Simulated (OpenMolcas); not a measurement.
**CO⁺ at 1.111 Å: OpenMolcas input and output**

Input (each module block was a call of its own in one work directory; start orbitals came from a preliminary run):

```
&GATEWAY
Coord
2
angstrom
O 0.0 0.0 0.0
C 0.0 0.0 1.1110
Basis=ANO-RCC-VTZP
Group=XY
RX2C
AMFI
ANGMom
0.0 0.0 0.0
RICD
&SEWARD
&GUESSORB
* RASSCF and CASPT2 blocks for each multiplicity and irrep, as for the first:
&RASSCF
FileOrb=$CurrDir/o21.orb
Symmetry=1
Spin=2
nActEl=7 0 0
Inactive=3 0
RAS2=3 4
CIRoot=2 2 1
Linear
Iterations=120 100
OrbListing=Nothing
PRWF=0.15
>>COPY $Project.RasOrb $CurrDir/o21.orb
>>COPY $Project.rasscf.h5 $CurrDir/r21.h5
&CASPT2
XMultistate=all
Imaginary=0.2
IPEA=0.25
MaxIter=40
>>COPY $Project.JobMix JOB001
&RASSI
Nr of JobIphs=3 2 2 3
1 2
1 2
1 2 3
SpinOrbit
EJob
Omega
MEES
MESO
Properties=4
'AngMom' 3 'Mltpl  1' 1 'Mltpl  1' 2 'Mltpl  1' 3
Thrs=1.0d-4
>>COPY $Project.rassi.h5 $CurrDir/so.h5
```

```bash
pymolcas m.inp
```

C2 symmetry about the axis (a holds Σ, Δ, Γ; b holds Π, Φ, H; Σ⁺ and Σ⁻ are not told apart); roots by multiplicity and irrep: 2a 2, 2b 2, 4a 3.

RASSI part of the output, in excerpt:

```
SPIN-FREE ENERGIES:
  (Shifted by EMIN (a.u.) =       -112.7025312943)
 SF State       Relative EMIN(au)   Rel lowest level(eV)    D:o, cm**(-1)      Abs_M
     1             0.0000000000        0.0000000000              0.0000         0.0
     3             0.1254489922        3.4136409796          27532.8713         1.0
     4             0.1254489922        3.4136409796          27532.8713         1.0
     2             0.2189034865        5.9566673211          48043.7620         0.0
     5             0.2672586164        7.2724774383          58656.4863         0.0
     6             0.3093120596        8.4168099236          67886.1503         2.0
     7             0.3093729134        8.4184658399          67899.5061         2.0
++ Dipole transition strengths (spin-free states):
     for osc. strength at least  1.00000000E-05
      From   To        Osc. strength     Einstein coefficients Ax, Ay, Az (sec-1)    Total A (sec-1)
         1    3       5.35706749E-03  2.65789762E+06  5.08737714E+04  0.00000000E+00  2.70877139E+06
         1    4       5.35706802E-03  5.08737639E+04  2.65789790E+06  0.00000000E+00  2.70877166E+06
         1    2       2.00926635E-02  0.00000000E+00  0.00000000E+00  3.09352586E+07  3.09352586E+07
         3    2       1.66720626E-03  4.59056878E+05  8.78662022E+03  0.00000000E+00  4.67843498E+05
         4    2       1.66720617E-03  8.78662514E+03  4.59056848E+05  0.00000000E+00  4.67843473E+05
 Electric-quadrupole - electric-quadrupole not included
 Electric-dipole - electric-octupole not included
 Electric-dipole - magnetic-quadrupole not included
   Eigenvalues of complex Hamiltonian:
  (Shifted by EMIN (a.u.) =       -112.7025312943)
 SO State       Relative EMIN(au)   Rel lowest level(eV)    D:o, cm**(-1)      Omega
     1            -0.0000001047        0.0000000000              0.0000         0.5
     2            -0.0000001047        0.0000000000              0.0000         0.5
     3             0.1251917123        3.4066428893          27476.4279         1.5
     4             0.1251917123        3.4066428893          27476.4279         1.5
     5             0.1257048871        3.4206070847          27589.0567         0.5
     6             0.1257048871        3.4206070847          27589.0567         0.5
     7             0.2189047310        5.9567040368          48044.0581         0.5
     8             0.2189047310        5.9567040368          48044.0581         0.5
     9             0.2672586383        7.2724808847          58656.5141         0.5
    10             0.2672586383        7.2724808847          58656.5141         0.5
    11             0.2672586819        7.2724820709          58656.5237         1.5
    12             0.2672586819        7.2724820709          58656.5237         1.5
    13             0.3092850916        8.4160789370          67880.2544         3.4
    14             0.3092850916        8.4160789370          67880.2544         3.4
    15             0.3093080141        8.4167026901          67885.2854         2.3
    16             0.3093080141        8.4167026901          67885.2854         2.3
    17             0.3093769982        8.4185798440          67900.4256         1.8
    18             0.3093769982        8.4185798440          67900.4256         1.8
    19             0.3093999997        8.4192057465          67905.4739         1.1
    20             0.3093999997        8.4192057465          67905.4739         1.1
 Weights of the five most important spin-orbit-free states for each spin-orbit state.
 SO State  Total energy (au)           Spin-free states, spin, and weights
    1        -0.000000       1 0.5  1.0000    3 0.5  0.0000    4 0.5  0.0000    2 0.5  0.0000    6 1.5  0.0000
    2        -0.000000       1 0.5  1.0000    3 0.5  0.0000    4 0.5  0.0000    2 0.5  0.0000    6 1.5  0.0000
    3         0.125192       4 0.5  0.5000    3 0.5  0.5000    5 1.5  0.0000    6 1.5  0.0000    7 1.5  0.0000
    4         0.125192       4 0.5  0.5000    3 0.5  0.5000    5 1.5  0.0000    6 1.5  0.0000    7 1.5  0.0000
    5         0.125705       3 0.5  0.5000    4 0.5  0.5000    2 0.5  0.0000    1 0.5  0.0000    6 1.5  0.0000
    6         0.125705       3 0.5  0.5000    4 0.5  0.5000    2 0.5  0.0000    1 0.5  0.0000    6 1.5  0.0000
    7         0.218905       2 0.5  1.0000    4 0.5  0.0000    3 0.5  0.0000    6 1.5  0.0000    5 1.5  0.0000
    8         0.218905       2 0.5  1.0000    4 0.5  0.0000    3 0.5  0.0000    6 1.5  0.0000    5 1.5  0.0000
    9         0.267259       5 1.5  1.0000    4 0.5  0.0000    3 0.5  0.0000    2 0.5  0.0000    6 1.5  0.0000
   10         0.267259       5 1.5  1.0000    4 0.5  0.0000    3 0.5  0.0000    2 0.5  0.0000    6 1.5  0.0000
   11         0.267259       5 1.5  1.0000    4 0.5  0.0000    3 0.5  0.0000    6 1.5  0.0000    7 1.5  0.0000
   12         0.267259       5 1.5  1.0000    4 0.5  0.0000    3 0.5  0.0000    6 1.5  0.0000    7 1.5  0.0000
   13         0.309285       6 1.5  0.7648    7 1.5  0.2352    3 0.5  0.0000    4 0.5  0.0000    2 0.5  0.0000
   14         0.309285       6 1.5  0.7648    7 1.5  0.2352    3 0.5  0.0000    4 0.5  0.0000    2 0.5  0.0000
   15         0.309308       6 1.5  0.9411    7 1.5  0.0589    3 0.5  0.0000    4 0.5  0.0000    5 1.5  0.0000
   16         0.309308       6 1.5  0.9411    7 1.5  0.0589    3 0.5  0.0000    4 0.5  0.0000    5 1.5  0.0000
   17         0.309377       7 1.5  0.9411    6 1.5  0.0589    3 0.5  0.0000    4 0.5  0.0000    5 1.5  0.0000
   18         0.309377       7 1.5  0.9411    6 1.5  0.0589    3 0.5  0.0000    4 0.5  0.0000    5 1.5  0.0000
   19         0.309400       7 1.5  0.7648    6 1.5  0.2352    3 0.5  0.0000    4 0.5  0.0000    2 0.5  0.0000
   20         0.309400       7 1.5  0.7648    6 1.5  0.2352    3 0.5  0.0000    4 0.5  0.0000    2 0.5  0.0000
++ Dipole transition strengths (SO states):
        for osc. strength at least   1.00000000E-05
      From   To        Osc. strength     Einstein coefficients Ax, Ay, Az (sec-1)    Total A (sec-1)
         1    3       5.34608732E-03  1.34607358E+06  1.34607372E+06  0.00000000E+00  2.69214729E+06
         1    5       5.36791049E-03  1.36267152E+06  1.36267166E+06  0.00000000E+00  2.72534317E+06
         1    7       2.00923670E-02  0.00000000E+00  0.00000000E+00  3.09351834E+07  3.09351834E+07
         2    4       5.34608732E-03  1.34607358E+06  1.34607372E+06  0.00000000E+00  2.69214729E+06
         2    6       5.36791049E-03  1.36267152E+06  1.36267166E+06  0.00000000E+00  2.72534317E+06
         2    8       2.00923670E-02  0.00000000E+00  0.00000000E+00  3.09351834E+07  3.09351834E+07
         3    7       1.67180468E-03  2.35866518E+05  2.35866501E+05  0.00000000E+00  4.71733019E+05
         4    8       1.67180468E-03  2.35866518E+05  2.35866501E+05  0.00000000E+00  4.71733019E+05
         5    7       1.66265329E-03  2.32013347E+05  2.32013330E+05  0.00000000E+00  4.64026678E+05
         6    8       1.66265329E-03  2.32013347E+05  2.32013330E+05  0.00000000E+00  4.64026678E+05
 Electric-quadrupole - electric-quadrupole not included
 Electric-dipole - electric-octupole not included
 Electric-dipole - magnetic-quadrupole not included
```

Only roots inside an energy window near the equilibrium distance were included, so the list of states is not complete; labels number the states computed. Each spin and symmetry block has orbitals of its own, averaged over its own roots, so gaps between blocks are less sure than gaps within one and near the minimum can be off by tenths of an eV, in bad cases by more. No Rydberg orbitals are active, so Rydberg states, and σ→σ* states whose orbital the CASSCF left unused, can be missing between those listed. CASPT2 splits the two components of degenerate states numerically, here by up to 13 cm⁻¹. No roots were computed in block 4b (none fell in the window or the block failed), so states of that kind are missing and can lie low or lowest.
